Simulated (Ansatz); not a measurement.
## Ansatz (development build ahead of 0.2.0) run

```yaml
crystal:
  periodic: [false, false, false]
  atoms:
    - { symbol: C, position_ang: [0.6119, -0.8175, 0.0323] }
    - { symbol: S, position_ang: [-0.3502, 0.4679, -0.0185] }
    - { symbol: H, position_ang: [0.2215, -1.8462, 0.088] }
    - { symbol: H, position_ang: [1.7103, -0.7348, 0.014] }
basis:
  gaussian: { orbitals: def2-SVP }
magnetization:
  spin_polarized: true
  initial_magnetization: 2
hamiltonian:
  xc: hf
output:
  forces: true
```

The input is written out in the form of the current development build from the run's settings.

Results

* Converged: yes
* Total energy: -436.32871 hartree
* Spin squared of the determinant: 2.020
* Stability test: minimum

Forces (eV/Å):
| atom | Fx | Fy | Fz |
| --- | --- | --- | --- |
| C1 | 2.974 | -3.976 | 0.157 |
| S2 | -2.302 | 3.076 | -0.122 |
| H3 | 0.022 | 0.717 | -0.036 |
| H4 | -0.694 | 0.183 | 0.000 |

Caution: another spin multiplicity may lie lower.
